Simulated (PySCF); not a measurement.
# One molecule, many functionals

Species: methylenecyclopropene, C₄H₄.
SMILES: `C=C1C=C1`

Linear-response calculations in the def2-SVPD basis (PySCF; singlets by full response, triplets Tamm–Dancoff, core orbitals frozen in the response; HF means time-dependent Hartree–Fock). 'Strongest' is the level of largest summed f among the singlets computed (10 roots, of which the last may lack a degenerate partner); it can jump between rows when another state enters that window. S1 is the lowest singlet of each run and needn't be the same state throughout; f(S1) is that of one state. Geometry: PBE0-D3(BJ)/def2-SVP; no solvent, vibrations or thermal averaging.

```csv
functional,kind,S1 (eV),f(S1),strongest (eV),T1 (eV),HOMO (eV),gap (eV),"ionisation energy, ΔSCF (eV)"
LDA,LDA,3.57,0.007,7.02,2.93,-5.19,3.21,8.63
PBE,GGA,3.60,0.007,7.01,2.85,-5.00,3.26,8.32
B3LYP,"global hybrid, 20% exact exchange",4.04,0.011,7.05,3.14,-5.81,4.91,8.26
PBE0,"global hybrid, 25% exact exchange",4.20,0.012,7.16,3.18,-6.02,5.38,8.21
BHandHLYP,"global hybrid, 50% exact exchange",4.67,0.019,7.17,3.43,-6.87,7.38,7.97
CAM-B3LYP,range-separated hybrid,4.50,0.015,7.12,3.40,-7.29,7.83,8.25
wB97X-D,range-separated hybrid,4.51,0.015,7.17,3.47,-7.82,9.09,8.21
LC-wPBE,range-separated hybrid,5.01,0.020,7.27,3.57,-8.64,10.44,8.27
```

Problem. What does HF (Hartree–Fock) give?

Solution. S1 (eV) 5.48, f(S1) 0.038, strongest (eV) 7.29, T1 (eV) 3.48, HOMO (eV) -8.11, gap (eV) 10.73, ionisation energy, ΔSCF (eV) not settled. S1 runs from 3.57 eV (LDA) to 5.48 eV (HF), a spread of 1.91 eV, while the orbital gap spreads over 7.5 eV. Along PBE (0%), B3LYP (20%), PBE0 (25%), BHandHLYP (50%), HF (100%) S1 rises with the share of exact exchange. −ε(HOMO) comes closest to its own ΔSCF ionisation energy with LC-wPBE (+0.37 eV) and misses most with LDA (-3.43 eV). The lowest singlet of a reference set is 1B2(π→π*) at 4.28 eV (computed, theoretical best estimate (aug-cc-pVTZ, frozen core, CC3 geometry), gas; Veril, Scemama, Caffarel, Lipparini, Boggio-Pasqua, Jacquemin, Loos, WIREs Comput. Mol. Sci. 2021, 11, e1517 (QUESTDB)). The lowest computed singlet differs from it by PBE0 -0.08, CAM-B3LYP +0.22, wB97X-D +0.23, B3LYP -0.24, BHandHLYP +0.39, PBE -0.68, LDA -0.71, LC-wPBE +0.73, HF +1.20 eV; geometry and basis of the reference needn't be the same. The lowest triplet of a reference set is 3B2(π→π*) at 3.49 eV (computed, theoretical best estimate (aug-cc-pVTZ, frozen core, CC3 geometry), gas; Veril, Scemama, Caffarel, Lipparini, Boggio-Pasqua, Jacquemin, Loos, WIREs Comput. Mol. Sci. 2021, 11, e1517 (QUESTDB)). The lowest computed triplet differs from it by HF -0.01, wB97X-D -0.02, BHandHLYP -0.06, LC-wPBE +0.08, CAM-B3LYP -0.09, PBE0 -0.31, B3LYP -0.35, LDA -0.56, PBE -0.64 eV; geometry and basis of the reference needn't be the same. 'Not settled' means that the ion's SCF failed to converge or may have ended in another state than the lowest.
